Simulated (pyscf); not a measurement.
Single points on ωB97X-D3(BJ)/def2-SVP structures (PySCF, gas phase).

**Question.** Estimate the classical barrier height and the reaction energy of H₂O + F–Zr(Cl)(Cl)–Cl -> HO–Zr(Cl)(Cl)–Cl + HF at ωB97M-D3(BJ)/def2-TZVP. The step runs on the singlet surface, breaks H–O, F–Zr and forms O–Zr, F–H; take the separated reactants as zero.

**Answer.** ΔE‡ = 3.3 kcal/mol, ΔE = +8.4 kcal/mol. Zero-point energy shifts the barrier by -0.2 kcal/mol. It is a four-centre exchange, with an imaginary mode of 475i cm⁻¹. On the reactant side the descent ends in an adduct with a O–Zr contact (not fully relaxed), 19.1 kcal/mol under the separated species and 20.8 kcal/mol under the saddle at ωB97X-D3(BJ)/def2-TZVP. On the product side the descent ends in an adduct with a F–Zr contact, 8.5 kcal/mol under the separated species and 2.1 kcal/mol under the saddle at ωB97X-D3(BJ)/def2-TZVP. At ωB97M-D3(BJ) the saddle lies under the separated products, which points to a path from their complex (located at ωB97X-D3(BJ) alone), and parting the products costs more than the saddle. What is counted as formed (O–Zr) is already present as a longer contact in the reactant adduct; forming that adduct is a step of its own. What is counted as broken (F–Zr) persists as a longer contact in the product adduct; parting that adduct is a step of its own. One saddle was located; it need not be the lowest between these sides. Elements past Kr carry the def2 core potentials, without spin-orbit coupling.
